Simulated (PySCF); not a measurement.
Compound: CH4O.
Atom-mapped SMILES: `[CH3:1][OH:2]` (hydrogens: H3, H4, H5 on C1; H6 on O2)

Structure used (PBE0-D3(BJ)/def2-TZVP), in Å, numbered top down from 1:
```xyz
6
CH4O angstrom
C     -0.3474    0.0442   -0.0239
O      0.9136   -0.4407   -0.4230
H     -0.6404   -0.3193    0.9688
H     -1.0751   -0.3243   -0.7475
H     -0.3930    1.1404   -0.0234
H      1.5712   -0.1287    0.2016
```

Level of theory: TDDFT CAM-B3LYP/aug-cc-pVTZ, vertical, gas phase, core orbitals frozen in the response (PySCF 2.14.0, density-fitted response routines). Geometry: PBE0-D3(BJ)/def2-TZVP; no solvent, vibrations or thermal averaging.

Ground-to-excited transition dipoles (e·a0, same axes as the geometry; the sign carries no meaning), for the states with f of 0.002 or more among the lowest 10:

| state | E (eV) | μx | μy | μz |
| --- | --- | --- | --- | --- |
| S2 | 7.543 | 0.056 | 0.330 | -0.224 |
| S3 | 8.040 | -0.285 | 0.181 | 0.194 |
| S4 | 8.114 | -0.029 | -0.166 | 0.114 |
| S7 | 9.088 | -0.057 | -0.257 | -0.395 |
| S9 | 9.629 | -0.072 | -0.179 | 0.138 |
| S10 | 9.666 | 0.346 | -0.148 | -0.087 |

Q: Work out the oscillator strengths.

A: f = (2/3) ΔE |μ|² with ΔE in hartree (27.2114 eV).

```
state  |μ|² (au)  |μ| (D)      f
   S2      0.162     1.02  0.030
   S3      0.151     0.99  0.030
   S4      0.041     0.52  0.008
   S7      0.225     1.21  0.050
   S9      0.056     0.60  0.013
  S10      0.149     0.98  0.035
```

Q: What is the point group, and which symmetry does each of these states have?

A: Cs. The ground state is totally symmetric, so the direction of μ fixes the label. Polarised normal to the mirror plane, so A″: S2, S4 and S9. Polarised in the mirror plane, so A′: S3, S7 and S10.

Q: What angle do the transition dipoles of S3 and S10 make?

A: |cos θ| = |μa·μb| / (|μa| |μb|) = 0.95, so θ ≈ 19° (taken between 0 and 90°, since the signs are arbitrary).

Q: What peak molar absorption coefficient would the strongest computed level give as a lone Gaussian band 0.5 eV wide at half height?

A: ε(max) = 2.175×10⁸ f / FWHM, with the width in cm⁻¹. S7: 2.175×10⁸ × 0.0502 / 4033 ≈ 2700 L mol⁻¹ cm⁻¹.

The run took 12 s on one thread, Arm Neoverse N1 (aarch64), no GPU, on a shared host, and the process peaked at 0.58 GiB of memory.
